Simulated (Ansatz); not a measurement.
Geometry optimisation, UKS BHLYP-D4/6-31G* (Ansatz).

Input:

```yaml
crystal:
  periodic: [false, false, false]
  atoms:
    - { symbol: B, position_ang: [-0.146326, 0.052052, -0.359778] }
    - { symbol: H, position_ang: [0.049032, -0.018027, 2.028216] }
    - { symbol: C, position_ang: [1.315018, 0.03842, -0.879577] }
    - { symbol: H, position_ang: [1.640239, -1.005179, -0.906753] }
    - { symbol: H, position_ang: [1.414907, 0.437036, -1.887844] }
    - { symbol: H, position_ang: [1.999845, 0.557088, -0.213779] }
    - { symbol: Cl, position_ang: [-1.575128, -0.014521, -1.346306] }
    - { symbol: H, position_ang: [0.196713, -0.04697, 2.720022] }
magnetization:
  spin_polarized: true
  initial_magnetization: 1
basis:
  gaussian: { orbitals: "6-31G*" }
hamiltonian:
  xc: { name: BHLYP }
  dispersion: d4
relax:
  f_tol: 0.03
  max_steps: 50
```

Launched with:

```bash
$ ansatz run input.yaml --threads 1 --pin off --max-ram 2048MiB --backend cpu --events-out ev --progress --plain --runs-dir out
```

**Question.** Where does it end, and by what steps?

**Answer.** The forces met the threshold. The force dipped under the threshold on the way, but the program's further checks kept it going. After 4 steps the energy has fallen by 0.065 eV; H8 moved furthest, 0.40 Å.

| step | energy less start (eV) | largest force component (eV/Å) | accepted |
| --- | --- | --- | --- |
| 0 | 0.0000 | 1.414 | yes |
| 1 | -0.0556 | 0.041 | yes |
| 2 | -0.0630 | 0.020 | yes |
| 3 | -0.0648 | 0.015 | yes |
| 4 | -0.0650 | 0.011 | yes |

```xyz
8
Properties=species:S:1:pos:R:3
B -0.183 0.077 -0.545
H 0.045 -0.020 2.412
C 1.305 0.043 -0.980
H 1.618 -1.004 -0.980
H 1.469 0.431 -1.984
H 1.954 0.562 -0.280
Cl -1.553 -0.024 -1.610
H 0.240 -0.064 3.121
```

Whether the end is a true minimum wasn't checked by a vibrational analysis.

Time of the run: 20 s on 1 thread of Arm Neoverse V1, on a shared host, peak memory 0.14 GiB.
